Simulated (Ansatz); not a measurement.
Geometry optimisation, Ansatz 0.2.0, UKS PBE0/6-31G*.

input.yaml

```yaml
crystal:
  periodic: [false, false, false]
  atoms:
    - { symbol: Si, position_ang: [0.0, 0.0, 0.0] }
    - { symbol: H, position_ang: [0.0, 0.0, 1.71] }
    - { symbol: H, position_ang: [1.3768, 0.0, -0.4862] }
    - { symbol: H, position_ang: [-0.6877, 1.1914, -0.4862] }
    - { symbol: H, position_ang: [-0.6877, -1.1914, -0.4862] }
    - { symbol: F, position_ang: [0.0, 0.0, 2.93] }
magnetization:
  spin_polarized: true
  initial_magnetization: 1
basis:
  gaussian: { orbitals: "6-31G*" }
hamiltonian:
  xc: pbe0
relax:
  f_tol: 0.15
  max_steps: 25
  restrain:
    - { distance: [1, 5], at: 0.92, k: 30.0 }
    - { distance: [0, 1], at: 2.66, k: 30.0 }
```

Launched with:

```bash
$ ansatz run input.yaml --threads 1 --pin off --max-ram 2048MiB --backend cpu --events-out ev --progress --plain --runs-dir out
```

Q: Where does it end, and by what steps?

A: The forces met the threshold. The restraints hold the end off the free minimum. After 6 steps the energy has fallen by 0.788 eV (the restraints' own energy left out); H2 moved furthest, 0.65 Å. Parted: Si1–H2. Joined: H2–F6.

```tsv
step	energy less start (eV)	largest force component (eV/Å)	accepted
0	0.0000	2.223	yes
1	-0.5058	2.606	yes
2	-0.2924	7.277	yes
3	-0.6428	0.671	yes
4	-0.7764	0.206	yes
5	-0.7309	0.916	no
6	-0.7885	0.301	yes
```

```xyz
6
Properties=species:S:1:pos:R:3
Si 0.000 0.000 -0.300
H -0.002 0.000 2.360
H 1.425 0.000 -0.722
H -0.712 1.234 -0.723
H -0.712 -1.234 -0.723
F 0.002 0.000 3.290
```

The run took 9.4 s on 1 thread of Arm Neoverse V2, on a shared host, peak memory 0.11 GiB.
